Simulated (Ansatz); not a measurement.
A run of Ansatz (development build ahead of 0.2.0) on doublet C₃H₃ at this shape:

```csv
atom,x (Å),y (Å),z (Å)
C,-0.5222,0.1281,-0.5411
C,0.7522,-0.4277,-0.1872
C,-0.1893,0.3102,0.7168
H,-1.3676,0.0810,-1.2997
H,1.8045,-0.4012,-0.5246
H,-0.1709,0.4024,1.8426
```

Its results:

```json
{"Converged": "yes", "Total energy": "-115.71355 hartree", "Spin squared of the determinant": "0.757", "Stability test": "minimum"}
```

Forces (eV/Å):
| atom | Fx | Fy | Fz |
| --- | --- | --- | --- |
| C1 | -1.310 | -0.562 | -1.206 |
| C2 | -0.389 | -0.197 | 0.048 |
| C3 | 1.915 | -0.576 | 1.639 |
| H4 | 1.040 | 0.444 | 0.928 |
| H5 | -0.410 | 0.509 | 0.067 |
| H6 | -0.846 | 0.382 | -1.476 |

Q: Which input gives this output? Name the method, the orbitals and the basis set, and write the input.

A: PBE0 (unrestricted) in def2-SVP.

```yaml
crystal:
  periodic: [false, false, false]
  atoms:
    - { symbol: C, position_ang: [-0.52225, 0.12813, -0.54105] }
    - { symbol: C, position_ang: [0.75223, -0.4277, -0.18716] }
    - { symbol: C, position_ang: [-0.18927, 0.31019, 0.71683] }
    - { symbol: H, position_ang: [-1.36757, 0.08096, -1.29968] }
    - { symbol: H, position_ang: [1.80445, -0.40123, -0.52462] }
    - { symbol: H, position_ang: [-0.1709, 0.40241, 1.84262] }
basis:
  gaussian: { orbitals: def2-SVP }
magnetization:
  spin_polarized: true
  initial_magnetization: 1
hamiltonian:
  xc: pbe0
output:
  forces: true
```
